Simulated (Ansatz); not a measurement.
Structure relaxation of Ni

Method: DFT PBEsol, scalar-relativistic, plane waves, PAW (Ansatz 0.2.0).

Ni was placed on the lonsdaleite structure type (P6_3/mmc, No. 194), at a guessed volume.

The final relaxation ran on this input, with the default PAW datasets:

```yaml
crystal:
  lattice:
    - [3.8320742453, 0.0, 0.0]
    - [-1.9160371227, 3.3186736456, 0.0]
    - [0.0, 0.0, 2.2726919812]
  atoms:
    - { symbol: Ni, position: [0.3333333333, 0.6666666667, 0.0], spin: 0.7 }
    - { symbol: Ni, position: [0.6666666667, 0.3333333333, 0.0], spin: 0.7 }
basis:
  ecutwfc: 420
kpoints:
  mp_grid: { grid: [18, 18, 24] }
hamiltonian:
  xc: pbesol
scf:
  occupations: { method: gaussian, width: 0.1 }
output:
  forces: true
  stress: true
  eigenvalues: true
  populations: true
magnetization:
  spin_polarized: true
relax:
  adjacent_minimum: "off"
  f_tol: 0.01
  max_steps: 80
  cell: { stress_tol: 0.05 }
```

It can be run as:

```bash
ansatz run input.yaml --threads 1 --pin off --backend cpu --events-out ev --progress --plain --runs-dir out  # memory cap (--max-ram) not shown
```

The program printed at the end:

```
SCF converged after 7 iterations
Magnetization: 0.9839 μB (18.4920 up, 17.5080 down)
Absolute magnetization: 1.0747 μB (∫|ρ↑−ρ↓|, with the PAW one-centre terms)
Spin contamination: 0.0069 ħ² per cell (⟨S²⟩ above its minimum at these occupations)
Per-site moments (μB) at R_I (Å): [(0.510020, 0.910915), (0.510020, 0.910915)]
Free energy (F): -11607.809049 eV
Harris-Foulkes:  -11607.809049 eV  (|F-HF|=5.46e-12)
Internal energy: -11607.787595 eV  (E = F + TS)
E sigma→0 (E₀):  -11607.798322 eV
Entropy (-TS):   -0.021454 eV (-10.727 meV/atom)
Fermi energy:    12.375062 eV
--- Per-component energies (eV) ---
  E_band       = -768.824488
  E_kinetic    = 565.636465
  E_local      = -8523.444458  (includes V_loc(G=0)·N_el)
  E_nonlocal   = 1278.461330
  E_hartree    = 3590.163736
  E_xc         = -166.615225
  E_vxc        = -215.557374  (∫ρ·V_xc dr)
  E_paw        = -3193.876142  (= ΣΔE_a)
  E_vpaw       = -1054.248545  (= ΣTr[D̂ρ^β])
  E_aug_tail   = 0.000957  (compensation charges beyond the density's cutoff)
  E_ewald      = -5158.508835
  E_core_change = 0.394578  (= ΣΔE_core)
  E_smearing   = -0.021454  (= −TS)
  E_closure    = 0.000000  (closes the sum)
  Σ components = -11607.809049   (vs F -11607.809049, Δ=0.00e0)
--- Forces (eV/Å), atoms counted from 1 ---
  atom   1  Ni     0.00000000     0.00000000     0.00000000
  atom   2  Ni     0.00000000     0.00000000     0.00000000
  max |Σ_I F_I| component: 9.25e-18 eV/Å
--- Stress (GPa, compression-positive) ---
        0.002940       0.000000       0.000000
        0.000000       0.002940       0.000000
        0.000000       0.000000       0.017912
  P = ⅓ Tr σ = 0.0079 GPa (0.079 kbar)
  k-point 0 ↑: bands = ["-90.7943", "-90.7186", "-51.4389", "-51.4389", "-51.1711", "-51.1711", "-51.1502", "-51.0981", "5.0018", "8.6010", "9.2817", "9.7893", "9.7893", "9.9780", "9.9780", "11.1258", "11.1258", "11.9564", "11.9564", "18.4767", "18.4767", "22.1376", "22.1376"]
  k-point 1 ↑: bands = ["-90.7936", "-90.7180", "-51.4383", "-51.4383", "-51.1707", "-51.1707", "-51.1555", "-51.1031", "5.0584", "8.6275", "9.3340", "9.7871", "9.7871", "9.9864", "9.9864", "11.0852", "11.0852", "11.9338", "11.9338", "18.5627", "18.5627", "22.1857", "22.1857"]
  k-point 2 ↑: bands = ["-90.7918", "-90.7162", "-51.4366", "-51.4366", "-51.1709", "-51.1694", "-51.1694", "-51.1176", "5.2270", "8.7062", "9.4889", "9.7782", "9.7782", "10.0111", "10.0111", "10.9731", "10.9731", "11.8683", "11.8683", "18.8134", "18.8134", "22.3293", "22.3293"]
  k-point 480 ↓: bands = ["-90.0956", "-90.0956", "-50.8404", "-50.7957", "-50.7957", "-50.6778", "-50.6778", "-50.5142", "8.5853", "9.6564", "9.6564", "9.6632", "10.3699", "10.3699", "11.6238", "12.6164", "12.6164", "12.9359", "17.3715", "17.3715", "18.1568", "19.3617", "19.3617"]
--- Relaxed structure (3 steps of the walk, 3 accepted, 1 SCFs on fresh bases) ---
  F+E_penalty+E_count = -11607.80904906 eV   max|allowed force component| = 4.163e-17 eV/Å   (the final SCF, on the basis selected at the relaxed cell)
  cell:  # Å, volume = 28.7784 Å³
    - [3.824850, 0.000000, 0.0]
    - [-1.912425, 3.312417, 0.0]
    - [0.0, 0.0, 2.271467]
  atoms:
    - { symbol: Ni, position: [0.333333, 0.666667, 0.0] }
    - { symbol: Ni, position: [0.666667, 0.333333, 0.0] }
--- Löwdin populations: 2 sites ---
  site symbol q [e]    m [muB]
     0     Ni     17.8057     0.5082
     1     Ni     17.8057     0.5082
  spilling = 0.010797 (of n_electrons = 36.000000)
```

Total energies depend on the potentials used, so only differences within one code and one set of settings carry meaning.

The result has space group P6/mmm (No. 191). Ni is coordinated by 5 Ni at 2.21–2.27 Å.

It lies 1.07 eV/atom above the element's standard state at the same level.

For metals, differences of a few meV/atom aren't resolved.

A structure relaxed within its symmetry needn't be a true minimum.